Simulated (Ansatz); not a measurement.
A nudged elastic band was laid between two geometries of H2S + H4Si (8 atoms, charge 0, multiplicity 1).

Method: RKS r2SCAN/def2-TZVP (Ansatz 0.2.0).

```json
{"movable images": "5", "climbing image": "yes", "spring": "5.0 eV/Å²", "optimiser": "quadratic models (default)", "start path": "through a guess of the saddle point", "force threshold": "0.03 eV/Å", "iteration limit": "60", "end points": "relaxed"}
```

Image 0:

```xyz
8
Properties=species:S:1:pos:R:3
Si 0.481 0.058 -0.209
H 0.439 -0.077 1.268
H 1.895 -0.037 -0.657
H -0.074 1.370 -0.615
H -0.295 -1.041 -0.832
S -3.149 0.133 1.067
H -3.122 -1.165 0.727
H -2.549 -0.113 2.243
```

Image 6:

```xyz
8
Properties=species:S:1:pos:R:3
Si -0.456 -0.285 -0.613
H 0.005 0.873 3.179
H 0.747 -0.755 0.112
H -0.522 1.197 -0.581
H -0.399 -0.730 -2.028
S -2.106 -1.170 0.423
H -3.042 -0.596 -0.356
H -0.602 0.593 2.855
```

Which bonds break or form, and what moves?

Bonds broken: Si1–H2, S6–H8. Bonds formed: Si1–S6, H2–H8. H2S + H4Si becomes H2 + H4SSi.

Give the energies along the band, and the barrier.

The run converged. The highest image is number 2 of 0 to 6, 44.5 kcal/mol above the first end and 52.9 kcal/mol above the last; the last end lies 8.4 kcal/mol below the first. Beside the main top the profile has a ripple of under 15 meV (maxima at images 2, 5), which may be a very shallow well or noise. Neighbouring images differ by up to 2.2 eV, so the band resolves the path poorly. A vibrational analysis at the climbing image gives one clearly imaginary mode, 1188i cm⁻¹: a first-order saddle point. The orbitals stay closed-shell, which can raise the energy where a bond breaks towards radicals; this wasn't checked here.

```tsv
image	path coordinate (Å)	energy (kcal/mol)	Si1–H2 (Å)	S6–H8 (Å)	Si1–S6 (Å)
0	0.00	0.0	1.48	1.34	3.85
1	1.34	2.6	1.49	1.35	3.45
2	2.68	44.5	1.70	1.68	2.52
3	4.56	-6.7	3.19	2.71	2.15
4	6.44	-8.4	4.81	3.39	2.14
5	8.32	-8.2	4.68	3.37	2.14
6	10.19	-8.4	3.99	3.36	2.14
```

What is the geometry of the highest image?


```xyz
8
Properties=species:S:1:pos:R:3:forces:R:3
Si -0.209 0.001 -0.116 0.01 0.00 -0.01
H -0.154 0.169 1.577 0.01 0.00 0.00
H 1.199 -0.470 0.081 0.00 0.00 0.00
H -0.224 1.438 -0.451 0.00 0.00 0.00
H -0.660 -0.880 -1.229 0.00 0.00 0.00
S -2.605 0.013 0.679 0.00 0.00 0.01
H -2.578 -1.304 0.951 0.00 0.00 0.00
H -1.142 0.161 1.500 -0.02 0.00 0.00
```

Time of the run: 3.5 min on 4 threads of Arm Neoverse V1, with other jobs on the host, peak memory 0.19 GiB.
